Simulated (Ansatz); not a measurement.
Relaxed structures of SiH4SO, singlet (PBE0-D4/def2-TZVP; forces vanish, vibrations not checked; lower isomers may exist, and structures with a doubtful reference or unclear bonds are left out; Å). Program: Ansatz 0.2.0. Basis: def2-TZVPP. Cores are frozen in the correlated methods.

Problem. Rank them by CCSD(T) energy, lowest first, and give each one's height above the lowest. Links in brackets join atoms within 1.22 times the sum of their covalent radii (1.1 for two metals). (Judge from chemistry; the value comes from the calculation.)
A.
SiH₄SO ([OH][SiH2][SH])
```
7
angstrom
O -1.2833 -0.2037 -0.9374
Si -0.0282 0.5111 -0.1582
S 1.6383 -0.7902 0.1648
H -1.5903 -1.0507 -0.6107
H 0.4137 1.5952 -1.0583
H -0.4347 1.0244 1.1743
H 1.2845 -1.0861 1.4256
```
B.
SiH₄SO ([OH][SH2][SiH])
```
7
angstrom
O -1.5937 -0.0501 -0.5051
Si 1.9105 -0.7065 0.2267
S 0.1166 0.3036 -0.0613
H -1.5679 -0.8400 -1.0616
H 0.2689 1.1971 -1.0523
H -0.4713 1.0491 0.9104
H 1.3158 -1.0990 1.5751
```
C.
SiH₄SO ([OH2][SiH2][S])
```
7
angstrom
O -1.4386 -0.2496 -0.7999
Si 0.1647 0.5782 -0.0461
S 1.3092 -1.0251 0.1188
H -1.0676 -1.1576 -0.8204
H 0.3170 1.5905 -1.1311
H -0.4955 1.2462 1.1034
H -1.6433 0.0161 -1.7071
```

Solution. The calculation gives: A (0.000 eV), C (1.438 eV), B (6.406 eV). Heights count from the lowest.

The T1 diagnostic stays at or below 0.020. The restricted Hartree–Fock reference is unstable towards an unrestricted one at one or more of these structures.

For scale, one of the runs: CCSD(T)/def2-TZVPP, 171 basis functions, launched by `ansatz run in.yaml --threads 2 --pin off --events-out ev --progress --plain --max-ram 4352MiB`. Time: 32 s of wall clock on 2 CPU threads of an Arm Neoverse V1; the host was shared. Peak host memory: 1.4 GiB.
